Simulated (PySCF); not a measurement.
**How the method changes the constants of BO⁺**

State: ¹Σ⁺ (singlet), closed shell. Set-up: B def2-SVPD, O def2-SVPD; no relativity (PySCF 2.14). De refers to B⁺ + O in their high-spin ground configurations, without counterpoise correction. A positive dipole points towards O; it is taken about the centre of mass and depends on that origin. Levels whose curve was spin-contaminated or gave no clean fit are not listed.

| Level | Re (Å) | ωe (cm⁻¹) | De (eV) | μ (D) | CPU s a point (SCF and correlation, without the integrals) |
| --- | --- | --- | --- | --- | --- |
| RHF | 1.153 | 2267 | 0.91 | -6.85 | 0.041 |
| RHF-CCSD | 1.198 | 1948 | 2.99 | n/a | n/a |
| RHF-CCSD(T) | 1.215 | 1786 | 3.33 | n/a | 0.49 |
| PBE | 1.206 | 1886 | 4.82 | -5.58 | 0.37 |
| revPBE | 1.209 | 1870 | 4.45 | -5.59 | 0.28 |
| PW91 | 1.205 | 1889 | 4.84 | -5.59 | 0.3 |
| r²SCAN | 1.195 | 1951 | 4.39 | -5.92 | 0.46 |
| PBE0 | 1.186 | 2005 | 4.06 | -6.05 | 0.6 |
| BHandHLYP | 1.169 | 2112 | 3.26 | -6.38 | 0.31 |
| ωB97X | 1.183 | 2036 | 3.97 | -6.26 | 0.39 |

The bond length runs from 1.153 Å (RHF) to 1.215 Å (RHF-CCSD(T)). De spans 0.91 eV (RHF, mean field) to 4.84 eV (PW91, GGA). Correlation at CCSD(T) changes the Hartree–Fock bond energy by +2.42 eV; the triples alone change it by +0.34 eV.

Correlated steps freeze 2 core orbitals. Correlated levels converge slowly with the basis: in double zeta they bind strong bonds too weakly, by up to about 1 eV, and carry superposition errors of some tenths. For an ion De counts to the pair picked by the measured ionisation energies or electron affinities, which need not be the lowest pair at this level. Where the molecule has an RHF reference, its open-shell atoms are computed with UHF. The CCSD T1 diagnostic is raised, a sign that a single reference may not be enough here.

The whole job (state search and all levels along the bond) took about 0.96 min on 1 thread of Oxide Virtual Turin-like (shared host), peak memory 0.51 GiB.
